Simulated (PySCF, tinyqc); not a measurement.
CIS on RHF in the sto-3g basis, frozen core, for CH2, spin multiplicity 1, step by step. The lowest restricted solution is unstable here: a spin-polarised one lies 0.0306 hartree lower (PySCF). Computed by tinyqc, a small Python program that keeps every step (integrals from PySCF). Settings: charge = 0, multiplicity = 1, basis = sto-3g, method = RHF, frozen orbitals = 1, energy threshold = 1e-10, iteration cap = 68, orthogonalisation = symmetric, start = Wolfsberg-Helmholz matrix, DIIS depth = 6. Command: `OMP_NUM_THREADS=1 python tinyqc.py 29301 29302 out.jsonl` (the two numbers bound the seeds that draw the settings). One thread of a shared host (Intel(R) Xeon(R) Processor @ 2.60GHz), about 0.07 s of CPU time with the checks. The early iterations of the SCF are left out here.

## One-electron integrals

Geometry (angstrom):
```
atom,x,y,z
C,0.000000,0.000000,0.000000
H,0.000000,1.121000,0.658000
H,0.000000,-1.121000,0.658000
```

Basis sto-3g: exponents (1/bohr^2) and contraction coefficients of normalised primitives:
```
element,l (shell),exponent,coefficient
C,s (1),71.616837,0.154329
C,s (1),13.045096,0.535328
C,s (1),3.530512,0.444635
C,s (2),2.941249,-0.099967
C,s (2),0.683483,0.399513
C,s (2),0.222290,0.700115
C,p (3),2.941249,0.155916
C,p (3),0.683483,0.607684
C,p (3),0.222290,0.391957
H,s (1),3.425251,0.154329
H,s (1),0.623914,0.535328
H,s (1),0.168855,0.444635
```

Overlap, kinetic and nuclear-attraction integrals over the contracted functions; the nuclear repulsion is the sum of Za Zb / Rab.

nuclear repulsion = 5.12131275 hartree

overlap S:
```
,1C 1s,1C 2s,1C 2px,1C 2py,1C 2pz,2H 1s,3H 1s
1C 1s,1.000000,0.248362,0.000000,0.000000,0.000000,0.038334,0.038334
1C 2s,0.248362,1.000000,0.000000,0.000000,0.000000,0.377496,0.377496
1C 2px,0.000000,0.000000,1.000000,0.000000,0.000000,0.000000,0.000000
1C 2py,0.000000,0.000000,0.000000,1.000000,0.000000,0.335441,-0.335441
1C 2pz,0.000000,0.000000,0.000000,0.000000,1.000000,0.196896,0.196896
2H 1s,0.038334,0.377496,0.000000,0.335441,0.196896,1.000000,0.079076
3H 1s,0.038334,0.377496,0.000000,-0.335441,0.196896,0.079076,1.000000
```

kinetic energy T (hartree):
```
,1C 1s,1C 2s,1C 2px,1C 2py,1C 2pz,2H 1s,3H 1s
1C 1s,15.891122,-0.085890,0.000000,0.000000,0.000000,-0.011285,-0.011285
1C 2s,-0.085890,0.472250,0.000000,0.000000,0.000000,0.050888,0.050888
1C 2px,0.000000,0.000000,1.477728,0.000000,0.000000,0.000000,0.000000
1C 2py,0.000000,0.000000,0.000000,1.477728,0.000000,0.129757,-0.129757
1C 2pz,0.000000,0.000000,0.000000,0.000000,1.477728,0.076164,0.076164
2H 1s,-0.011285,0.050888,0.000000,0.129757,0.076164,0.760032,-0.011471
3H 1s,-0.011285,0.050888,0.000000,-0.129757,0.076164,-0.011471,0.760032
```

nuclear attraction V (hartree):
```
,1C 1s,1C 2s,1C 2px,1C 2py,1C 2pz,2H 1s,3H 1s
1C 1s,-34.466955,-4.394449,0.000000,0.000000,-0.012057,-0.687610,-0.687610
1C 2s,-4.394449,-5.995430,0.000000,0.000000,-0.132778,-1.822818,-1.822818
1C 2px,0.000000,0.000000,-5.894731,0.000000,0.000000,0.000000,0.000000
1C 2py,0.000000,0.000000,0.000000,-6.025302,0.000000,-1.484408,1.484408
1C 2pz,-0.012057,-0.132778,0.000000,0.000000,-5.939718,-0.895233,-0.895233
2H 1s,-0.687610,-1.822818,0.000000,-1.484408,-0.895233,-3.882467,-0.344508
3H 1s,-0.687610,-1.822818,0.000000,1.484408,-0.895233,-0.344508,-3.882467
```

core Hamiltonian H = T + V (hartree):
```
,1C 1s,1C 2s,1C 2px,1C 2py,1C 2pz,2H 1s,3H 1s
1C 1s,-18.575833,-4.480339,0.000000,0.000000,-0.012057,-0.698895,-0.698895
1C 2s,-4.480339,-5.523180,0.000000,0.000000,-0.132778,-1.771929,-1.771929
1C 2px,0.000000,0.000000,-4.417003,0.000000,0.000000,0.000000,0.000000
1C 2py,0.000000,0.000000,0.000000,-4.547574,0.000000,-1.354651,1.354651
1C 2pz,-0.012057,-0.132778,0.000000,0.000000,-4.461990,-0.819068,-0.819068
2H 1s,-0.698895,-1.771929,0.000000,-1.354651,-0.819068,-3.122435,-0.355980
3H 1s,-0.698895,-1.771929,0.000000,1.354651,-0.819068,-0.355980,-3.122435
```

## Two-electron integrals

Functions are numbered as in S; the eight-fold symmetry (ij|kl) = (ji|kl) = (kl|ij) leaves the list below.

Two-electron integrals (ij|kl) in chemists' order, unique and non-zero (hartree):
```
i,j,k,l,(ij|kl)
1,1,1,1,3.541948
2,1,1,1,0.576921
2,1,2,1,0.111888
2,2,1,1,0.854682
2,2,2,1,0.205284
2,2,2,2,0.624709
3,1,3,1,0.020296
3,2,3,1,0.030858
3,2,3,2,0.137996
3,3,1,1,0.852436
3,3,2,1,0.205335
3,3,2,2,0.624568
3,3,3,3,0.672833
4,1,4,1,0.020296
4,2,4,1,0.030858
4,2,4,2,0.137996
4,3,4,3,0.036269
4,4,1,1,0.852436
4,4,2,1,0.205335
4,4,2,2,0.624568
4,4,3,3,0.600295
4,4,4,4,0.672833
5,1,5,1,0.020296
5,2,5,1,0.030858
5,2,5,2,0.137996
5,3,5,3,0.036269
5,4,5,4,0.036269
5,5,1,1,0.852436
5,5,2,1,0.205335
5,5,2,2,0.624568
5,5,3,3,0.600295
5,5,4,4,0.600295
5,5,5,5,0.672833
6,1,1,1,0.089365
6,1,2,1,0.017240
6,1,2,2,0.031622
6,1,3,3,0.031517
6,1,4,1,0.000882
6,1,4,2,0.001661
6,1,4,4,0.031759
6,1,5,1,0.000518
6,1,5,2,0.000975
6,1,5,4,0.000142
6,1,5,5,0.031601
6,1,6,1,0.002713
6,2,1,1,0.237092
6,2,2,1,0.057820
6,2,2,2,0.196552
6,2,3,3,0.191643
6,2,4,1,0.004722
6,2,4,2,0.034085
6,2,4,4,0.202452
6,2,5,1,0.002772
6,2,5,2,0.020007
6,2,5,4,0.006345
6,2,5,5,0.195367
6,2,6,1,0.009303
6,2,6,2,0.084742
6,3,3,1,0.005578
6,3,3,2,0.030325
6,3,4,3,0.006464
6,3,5,3,0.003794
6,3,6,3,0.009768
6,4,1,1,0.182225
6,4,2,1,0.044980
6,4,2,2,0.162132
6,4,3,3,0.154082
6,4,4,1,0.008736
6,4,4,2,0.056084
6,4,4,4,0.175221
6,4,5,1,0.001854
6,4,5,2,0.015120
6,4,5,4,0.008614
6,4,5,5,0.156911
6,4,6,1,0.007536
6,4,6,2,0.082879
6,4,6,4,0.089351
6,5,1,1,0.106962
6,5,2,1,0.026402
6,5,2,2,0.095168
6,5,3,3,0.090442
6,5,4,1,0.001854
6,5,4,2,0.015120
6,5,4,4,0.095262
6,5,5,1,0.006666
6,5,5,2,0.039200
6,5,5,4,0.009293
6,5,5,5,0.099692
6,5,6,1,0.004424
6,5,6,2,0.048648
6,5,6,4,0.046713
6,5,6,5,0.037187
6,6,1,1,0.403037
6,6,2,1,0.099916
6,6,2,2,0.387902
6,6,3,3,0.368051
6,6,4,1,0.009536
6,6,4,2,0.094510
6,6,4,4,0.411946
6,6,5,1,0.005597
6,6,5,2,0.055475
6,6,5,4,0.025766
6,6,5,5,0.383174
6,6,6,1,0.016246
6,6,6,2,0.219423
6,6,6,4,0.236089
6,6,6,5,0.138579
6,6,6,6,0.774606
7,1,1,1,0.089365
7,1,2,1,0.017240
7,1,2,2,0.031622
7,1,3,3,0.031517
7,1,4,1,-0.000882
7,1,4,2,-0.001661
7,1,4,4,0.031759
7,1,5,1,0.000518
7,1,5,2,0.000975
7,1,5,4,-0.000142
7,1,5,5,0.031601
7,1,6,1,0.002630
7,1,6,2,0.008734
7,1,6,4,0.006515
7,1,6,5,0.004164
7,1,6,6,0.015044
7,1,7,1,0.002713
7,2,1,1,0.237092
7,2,2,1,0.057820
7,2,2,2,0.196552
7,2,3,3,0.191643
7,2,4,1,-0.004722
7,2,4,2,-0.034085
7,2,4,4,0.202452
7,2,5,1,0.002772
7,2,5,2,0.020007
7,2,5,4,-0.006345
7,2,5,5,0.195367
7,2,6,1,0.008734
7,2,6,2,0.057967
7,2,6,4,0.041490
7,2,6,5,0.032380
7,2,6,6,0.114445
7,2,7,1,0.009303
7,2,7,2,0.084742
7,3,3,1,0.005578
7,3,3,2,0.030325
7,3,4,3,-0.006464
7,3,5,3,0.003794
7,3,6,3,0.006169
7,3,7,3,0.009768
7,4,1,1,-0.182225
7,4,2,1,-0.044980
7,4,2,2,-0.162132
7,4,3,3,-0.154082
7,4,4,1,0.008736
7,4,4,2,0.056084
7,4,4,4,-0.175221
7,4,5,1,-0.001854
7,4,5,2,-0.015120
7,4,5,4,0.008614
7,4,5,5,-0.156911
7,4,6,1,-0.006515
7,4,6,2,-0.041490
7,4,6,4,-0.024551
7,4,6,5,-0.022791
7,4,6,6,-0.078107
7,4,7,1,-0.007536
7,4,7,2,-0.082879
7,4,7,4,0.089351
7,5,1,1,0.106962
7,5,2,1,0.026402
7,5,2,2,0.095168
7,5,3,3,0.090442
7,5,4,1,-0.001854
7,5,4,2,-0.015120
7,5,4,4,0.095262
7,5,5,1,0.006666
7,5,5,2,0.039200
7,5,5,4,-0.009293
7,5,5,5,0.099692
7,5,6,1,0.004164
7,5,6,2,0.032380
7,5,6,4,0.022791
7,5,6,5,0.023887
7,5,6,6,0.067379
7,5,7,1,0.004424
7,5,7,2,0.048648
7,5,7,4,-0.046713
7,5,7,5,0.037187
7,6,1,1,0.043827
7,6,2,1,0.010731
7,6,2,2,0.037909
7,6,3,3,0.036890
7,6,4,4,0.038041
7,6,5,1,0.000857
7,6,5,2,0.006656
7,6,5,5,0.038758
7,6,6,1,0.001685
7,6,6,2,0.014448
7,6,6,4,0.012356
7,6,6,5,0.009130
7,6,6,6,0.034784
7,6,7,1,0.001685
7,6,7,2,0.014448
7,6,7,4,-0.012356
7,6,7,5,0.009130
7,6,7,6,0.003111
7,7,1,1,0.403037
7,7,2,1,0.099916
7,7,2,2,0.387902
7,7,3,3,0.368051
7,7,4,1,-0.009536
7,7,4,2,-0.094510
7,7,4,4,0.411946
7,7,5,1,0.005597
7,7,5,2,0.055475
7,7,5,4,-0.025766
7,7,5,5,0.383174
7,7,6,1,0.015044
7,7,6,2,0.114445
7,7,6,4,0.078107
7,7,6,5,0.067379
7,7,6,6,0.235713
7,7,7,1,0.016246
7,7,7,2,0.219423
7,7,7,4,-0.236089
7,7,7,5,0.138579
7,7,7,6,0.034784
7,7,7,7,0.774606
```

## Orthogonalisation

S = U s U^T; symmetric (Loewdin) form X = U s^(-1/2) U^T, so that X^T S X = 1.

eigenvalues of S: 0.407834  0.484432  0.878612  1.000000  1.095434  1.436492  1.697196

X:
```
,1C 1s,1C 2s,1C 2px,1C 2py,1C 2pz,2H 1s,3H 1s
1C 1s,1.026339,-0.145382,0.000000,0.000000,-0.008177,0.022275,0.022275
1C 2s,-0.145382,1.166817,0.000000,0.000000,0.072441,-0.235716,-0.235716
1C 2px,0.000000,0.000000,1.000000,0.000000,0.000000,0.000000,0.000000
1C 2py,0.000000,0.000000,0.000000,1.110537,0.000000,-0.212247,0.212247
1C 2pz,-0.008177,0.072441,0.000000,0.000000,1.036808,-0.120255,-0.120255
2H 1s,0.022275,-0.235716,0.000000,-0.212247,-0.120255,1.143189,-0.017383
3H 1s,0.022275,-0.235716,0.000000,0.212247,-0.120255,-0.017383,1.143189
```

## Iteration 8 (converged): orbitals

converged F (hartree):
```
,1C 1s,1C 2s,1C 2px,1C 2py,1C 2pz,2H 1s,3H 1s
1C 1s,-11.000415,-2.953170,0.000000,0.000000,-0.024279,-0.467134,-0.467134
1C 2s,-2.953170,-1.414485,0.000000,0.000000,-0.042820,-0.529804,-0.529804
1C 2px,0.000000,0.000000,0.236416,0.000000,0.000000,0.000000,0.000000
1C 2py,0.000000,0.000000,0.000000,-0.144647,0.000000,-0.332426,0.332426
1C 2pz,-0.024279,-0.042820,0.000000,0.000000,-0.182913,-0.228907,-0.228907
2H 1s,-0.467134,-0.529804,0.000000,-0.332426,-0.228907,-0.340253,-0.109901
3H 1s,-0.467134,-0.529804,0.000000,0.332426,-0.228907,-0.109901,-0.340253
```

Diagonalise F' = X^T F X, C = X C', fill 4 alpha and 4 beta electrons from the bottom; D = 2 C_occ C_occ^T. Each column has its largest component positive (the first on a tie).

F' = X^T F X (hartree):
```
,1,2,3,4,5,6,7
1,-10.771966,-1.550219,0.000000,0.000000,-0.047029,-0.029860,-0.029860
2,-1.550219,-0.679599,0.000000,0.000000,0.103544,-0.331085,-0.331085
3,0.000000,0.000000,0.236416,0.000000,0.000000,0.000000,0.000000
4,0.000000,0.000000,0.000000,0.114276,0.000000,-0.367564,0.367564
5,-0.047029,0.103544,0.000000,0.000000,-0.089539,-0.230550,-0.230550
6,-0.029860,-0.331085,0.000000,-0.367564,-0.230550,-0.021390,-0.025634
7,-0.029860,-0.331085,0.000000,0.367564,-0.230550,-0.025634,-0.021390
```

orbital energies (hartree): MO1 -11.005957, MO2 -0.758547, MO3 -0.463457, MO4 -0.280704, MO5 0.236416, MO6 0.457080, MO7 0.581977

coefficients C:
```
,MO1,MO2,MO3,MO4,MO5,MO6,MO7
1C 1s,0.993495,-0.226265,0.000000,0.121563,0.000000,-0.150199,0.000000
1C 2s,0.026763,0.756041,0.000000,-0.546537,0.000000,0.792435,0.000000
1C 2px,0.000000,0.000000,0.000000,0.000000,1.000000,0.000000,0.000000
1C 2py,0.000000,0.000000,0.519657,0.000000,0.000000,0.000000,1.026327
1C 2pz,0.004224,0.117443,0.000000,0.778668,0.000000,0.699338,0.000000
2H 1s,-0.005274,0.255957,0.468096,0.278160,0.000000,-0.749216,-0.706681
3H 1s,-0.005274,0.255957,-0.468096,0.278160,0.000000,-0.749216,0.706681
```

D after iteration 8:
```
,1C 1s,1C 2s,1C 2px,1C 2py,1C 2pz,2H 1s,3H 1s
1C 1s,2.106013,-0.421832,0.000000,0.000000,0.144560,-0.058681,-0.058681
1C 2s,-0.421832,1.742033,0.000000,0.000000,-0.673333,0.082696,0.082696
1C 2px,0.000000,0.000000,0.000000,0.000000,0.000000,0.000000,0.000000
1C 2py,0.000000,0.000000,0.000000,0.540087,0.000000,0.486498,-0.486498
1C 2pz,0.144560,-0.673333,0.000000,0.000000,1.240268,0.493264,0.493264
2H 1s,-0.058681,0.082696,0.000000,0.486498,0.493264,0.724056,-0.152398
3H 1s,-0.058681,0.082696,0.000000,-0.486498,0.493264,-0.152398,0.724056
```

## Convergence

Stop when the energy changes by less than 1e-10 hartree and every element of the error matrix X^T (F D S - S D F) X is below 3e-06.

Course of the cycle:
```
iteration,E (hartree),change,largest element of the error matrix
1,-38.07444304,-,3.75e-01
2,-38.30382429,-2.29e-01,7.36e-02
3,-38.31712800,-1.33e-02,3.24e-02
4,-38.31964831,-2.52e-03,5.85e-03
5,-38.31977469,-1.26e-04,1.23e-03
6,-38.31978081,-6.12e-06,1.92e-05
7,-38.31978081,-9.16e-10,4.67e-07
8,-38.31978081,-4.19e-13,7.06e-09
```

PySCF RHF in the same basis = -38.31978081 hartree

Converged in 8 iterations.

## Integrals over molecular orbitals

(pq|rs) = sum C_ip C_jq C_kr C_ls (ij|kl), one index at a time.

one-electron integrals over orbitals h = C^T H C (hartree):
```
,1,2,3,4,5,6,7
1,-18.561847,0.362746,0.000000,-0.177930,0.000000,0.229978,0.000000
2,0.362746,-4.423582,0.000000,0.271233,0.000000,-0.784758,0.000000
3,0.000000,0.000000,-3.758449,0.000000,0.000000,0.000000,-0.901795
4,-0.177930,0.271233,0.000000,-4.188551,0.000000,-0.488469,0.000000
5,0.000000,0.000000,0.000000,0.000000,-4.417003,0.000000,0.000000
6,0.229978,-0.784758,0.000000,-0.488469,0.000000,-3.442710,0.000000
7,0.000000,0.000000,-0.901795,0.000000,0.000000,0.000000,-3.623261
```

Two-electron integrals over orbitals (pq|rs), unique and non-zero (hartree); the lowest 1 orbital is frozen and left out:
```
p,q,r,s,(pq|rs)
2,2,2,2,0.527513
3,2,3,2,0.132053
3,3,2,2,0.482829
3,3,3,3,0.491241
4,2,2,2,0.007203
4,2,3,3,0.019992
4,2,4,2,0.085909
4,3,3,2,0.033561
4,3,4,3,0.039568
4,4,2,2,0.497299
4,4,3,3,0.443479
4,4,4,2,-0.090114
4,4,4,4,0.622712
5,2,5,2,0.094586
5,3,5,3,0.017661
5,4,5,2,-0.039665
5,4,5,4,0.047478
5,5,2,2,0.543646
5,5,3,3,0.457150
5,5,4,2,-0.057758
5,5,4,4,0.564591
5,5,5,5,0.672833
6,2,2,2,0.086481
6,2,3,3,0.023553
6,2,4,2,0.001572
6,2,4,4,0.063188
6,2,5,5,0.122377
6,2,6,2,0.093829
6,3,3,2,-0.067654
6,3,4,3,-0.039655
6,3,6,3,0.089094
6,4,2,2,0.045946
6,4,3,3,0.002725
6,4,4,2,-0.021221
6,4,4,4,0.074600
6,4,5,5,0.071403
6,4,6,2,0.055426
6,4,6,4,0.049133
6,5,5,2,0.051295
6,5,5,4,-0.007753
6,5,6,5,0.037939
6,6,2,2,0.503529
6,6,3,3,0.483093
6,6,4,2,0.051566
6,6,4,4,0.442303
6,6,5,5,0.480264
6,6,6,2,0.060028
6,6,6,4,0.020827
6,6,6,6,0.538853
7,2,3,2,0.012532
7,2,4,3,-0.032002
7,2,6,3,0.043215
7,2,7,2,0.057232
7,3,2,2,0.075037
7,3,3,3,0.025672
7,3,4,2,-0.061020
7,3,4,4,0.115712
7,3,5,5,0.135948
7,3,6,2,0.073908
7,3,6,4,0.058422
7,3,6,6,0.009953
7,3,7,3,0.121415
7,4,3,2,-0.070985
7,4,4,3,-0.002853
7,4,6,3,0.047353
7,4,7,2,-0.009698
7,4,7,4,0.062642
7,5,5,3,0.018426
7,5,7,5,0.023044
7,6,3,2,0.104592
7,6,4,3,0.047676
7,6,6,3,-0.078934
7,6,7,2,-0.018031
7,6,7,4,-0.053922
7,6,7,6,0.110506
7,7,2,2,0.504198
7,7,3,3,0.495045
7,7,4,2,-0.017415
7,7,4,4,0.506350
7,7,5,5,0.516068
7,7,6,2,0.045113
7,7,6,4,0.022117
7,7,6,6,0.492658
7,7,7,3,0.070510
7,7,7,7,0.540526
```

## CIS matrix, singlets

A(ia,jb) = (e_a - e_i) d_ij d_ab + 2 (ia|jb) - (ij|ab).

CIS matrix A, singlet (hartree):
```
,2>5,2>6,2>7,3>5,3>6,3>7,4>5,4>6,4>7
2>5,0.640489,0.000000,0.000000,0.000000,0.000000,0.000000,-0.021572,0.000000,0.000000
2>6,0.000000,0.899756,0.000000,0.000000,0.000000,0.043223,0.000000,0.059287,0.000000
2>7,0.000000,0.000000,0.950790,0.000000,-0.018162,0.000000,0.000000,0.000000,-0.001981
3>5,0.000000,0.000000,0.000000,0.278045,0.000000,0.000000,0.000000,0.000000,0.000000
3>6,0.000000,0.000000,-0.018162,0.000000,0.615631,0.000000,0.000000,0.000000,0.047030
3>7,0.000000,0.043223,0.000000,0.000000,0.000000,0.793218,0.000000,0.069168,0.000000
4>5,-0.021572,0.000000,0.000000,0.000000,0.000000,0.000000,0.047484,0.000000,0.000000
4>6,0.000000,0.059287,0.000000,0.000000,0.000000,0.069168,0.000000,0.393748,0.000000
4>7,0.000000,0.000000,-0.001981,0.000000,0.047030,0.000000,0.000000,0.000000,0.481615
```

## CIS singlet states

dipole integrals <i|r|a> (bohr):
```
,x,y,z
2>5,0.756012,0.000000,0.000000
2>6,0.000000,0.000000,-0.109330
2>7,0.000000,-0.275922,0.000000
3>5,0.000000,0.000000,0.000000
3>6,0.000000,-1.192500,0.000000
3>7,0.000000,0.000000,-0.709974
4>5,-0.299540,0.000000,0.000000
4>6,0.000000,0.000000,-0.366511
4>7,0.000000,-0.849630,0.000000
```

Diagonalise A (1 hartree = 27.211386 eV); each vector has its largest component positive (the first on a tie). The transition dipole is mu = sqrt2 sum c_ia <i|r|a>.

singlet excitation energies (eV): 1.270793  7.565988  10.259079  12.700403  17.129295  17.449915  21.295898  25.227610  25.900213

lowest vectors:
```
,state 1,state 2,state 3,state 4,state 5,state 6
2>5,0.036305,0.000000,0.000000,0.000000,0.000000,0.999341
2>6,0.000000,0.000000,-0.098853,0.000000,0.000000,0.000000
2>7,0.000000,0.000000,0.000000,-0.007430,0.055657,0.000000
3>5,0.000000,1.000000,0.000000,0.000000,0.000000,0.000000
3>6,0.000000,0.000000,0.000000,-0.302001,0.951702,0.000000
3>7,0.000000,0.000000,-0.153138,0.000000,0.000000,0.000000
4>5,0.999341,0.000000,0.000000,0.000000,0.000000,-0.036305
4>6,0.000000,0.000000,0.983248,0.000000,0.000000,0.000000
4>7,0.000000,0.000000,0.000000,0.953279,0.301935,0.000000
```

oscillator strengths 2/3 w |mu|^2: 0.004603  0.000000  0.029158  0.124759  1.661076  0.502203

## CIS matrix, triplets

A(ia,jb) = (e_a - e_i) d_ij d_ab - (ij|ab).

CIS matrix A, triplet (hartree):
```
,2>5,2>6,2>7,3>5,3>6,3>7,4>5,4>6,4>7
2>5,0.451318,0.000000,0.000000,0.000000,0.000000,0.000000,0.057758,0.000000,0.000000
2>6,0.000000,0.712098,0.000000,0.000000,0.000000,-0.104592,0.000000,-0.051566,0.000000
2>7,0.000000,0.000000,0.836326,0.000000,-0.104592,0.000000,0.000000,0.000000,0.017415
3>5,0.000000,0.000000,0.000000,0.242723,0.000000,0.000000,0.000000,0.000000,0.000000
3>6,0.000000,0.000000,-0.104592,0.000000,0.437444,0.000000,0.000000,0.000000,-0.047676
3>7,0.000000,-0.104592,0.000000,0.000000,0.000000,0.550389,0.000000,-0.047676,0.000000
4>5,0.057758,0.000000,0.000000,0.000000,0.000000,0.000000,-0.047471,0.000000,0.000000
4>6,0.000000,-0.051566,0.000000,0.000000,0.000000,-0.047676,0.000000,0.295481,0.000000
4>7,0.000000,0.000000,0.017415,0.000000,-0.047676,0.000000,0.000000,0.000000,0.356331
```

## CIS triplet states

Diagonalise A (1 hartree = 27.211386 eV); each vector has its largest component positive (the first on a tie).

triplet excitation energies (eV): -1.471365  6.604822  7.483428  9.045759  11.809625  12.460598  14.098331  20.812718  23.501915

lowest vectors:
```
,state 1,state 2,state 3,state 4,state 5,state 6
2>5,-0.113546,0.000000,0.000000,0.000000,0.000000,0.993533
2>6,0.000000,0.000000,0.168083,0.000000,0.000000,0.000000
2>7,0.000000,0.000000,0.000000,0.066343,0.241284,0.000000
3>5,0.000000,1.000000,0.000000,0.000000,0.000000,0.000000
3>6,0.000000,0.000000,0.000000,0.466493,0.850245,0.000000
3>7,0.000000,0.000000,0.229803,0.000000,0.000000,0.000000
4>5,0.993533,0.000000,0.000000,0.000000,0.000000,0.113546
4>6,0.000000,0.000000,0.958613,0.000000,0.000000,0.000000
4>7,0.000000,0.000000,0.000000,0.882033,-0.467830,0.000000
```

A negative triplet energy shows that the restricted solution is unstable towards a spin-polarised one.
